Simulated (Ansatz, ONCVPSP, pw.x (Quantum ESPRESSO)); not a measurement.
tungsten: one change to the ONCV potential, in the atom and in the bcc crystal

tungsten, optimised norm-conserving Vanderbilt (ONCV), made with ONCVPSP 4.0.1.1 (patched build) (LDA (Perdew-Wang 92), scalar-relativistic). Core [Kr] 4d10 4f14, reference 5s2 5p6 5d4 6s2. Waves: 5s+6s: rc 1.80 bohr, ncon 4, nbas 7, qcut 7.3 1/bohr, 2 projectors; 5p: rc 2.05 bohr, ncon 4, nbas 8, qcut 6.6 1/bohr, 2 projectors, debl 1 Ha; 5d: rc 2.20 bohr, ncon 4, nbas 9, qcut 7.8 1/bohr, 2 projectors, debl 3.2 Ha. Local part: polynomial inside 1.45 bohr (lpopt 1, dvloc0 0 Ha). Core correction: Teter function, fcfact 4.25, rcfact 1.65.

In the p channel the program set the typed energies aside and used -1.594, 0.250 Ha.

Change: core correction Teter function, fcfact 4.25, rcfact 1.82.

Cutoffs, loose and tight: the cutoffs (Ha) at which the residual kinetic energy of the hardest occupied pseudo-wave falls to 1 and 0.1 mHa per electron. They do not see the model core or the augmentation charge, which bear on the density cutoff. Test errors are all-electron minus pseudo excitation energies from the reference, over the configurations 5s2 5p6 5d4 6s1; 5s2 5p6 5d4 6s0; 5s2 5p6 5d3 6s0; 5s2 5p6 5d3 6s2; variants that change the core or the reference have their own tests.

Crystal test: bcc W in pw.x 7.5, no spin, 15³ k-points, Fermi–Dirac smearing 0.01 Ry, cutoffs set for each file from its atomic test. The reference is all-electron LAPW (Ansatz 0.2.0) with the same functional, mesh and smearing; V0 and B0 come from Birch–Murnaghan fits to the pressures at five volumes. Errors are pseudo minus all-electron; Δ is the rms difference of the E(V) curves that follow from these fits, minima aligned, over ±6 % about the mean V0. Mesh and smearing are coarse, so the numbers serve the comparison and aren't converged zero-temperature values; the lattice is a test structure that the element need not adopt.

All-electron: a0 = 3.136 Å (V0 = 15.41 Å³/atom), B0 = 332.7 GPa.

Question: Does the change bring the crystal closer to the all-electron result?

Answer: The mean pressure error goes from -3.89 to -2.66 GPa, so the change moves the solid closer to the all-electron pressures.

| quantity | base | changed |
| --- | --- | --- |
| outcome (atom) | generated, projector energies reset by the program | generated, projector energies reset by the program |
| cutoff, loose (atom) | 18 Ha | 18 Ha |
| cutoff, tight (atom) | 21 Ha | 21 Ha |
| bound ghosts (atom) | none | none |
| largest test error (meV) (atom) | -31 | -72 |
| cutoffs in pw.x (Ry) | 50/200 | 50/200 |
| a0 (Å) | 3.123 | 3.127 |
| a0 error (%) | -0.39 | -0.27 |
| B0 error (%) | +0.6 | +1.1 |
| Δ (meV/atom) | 13.3 | 9.0 |
| mean pressure error (GPa) | -3.89 | -2.66 |
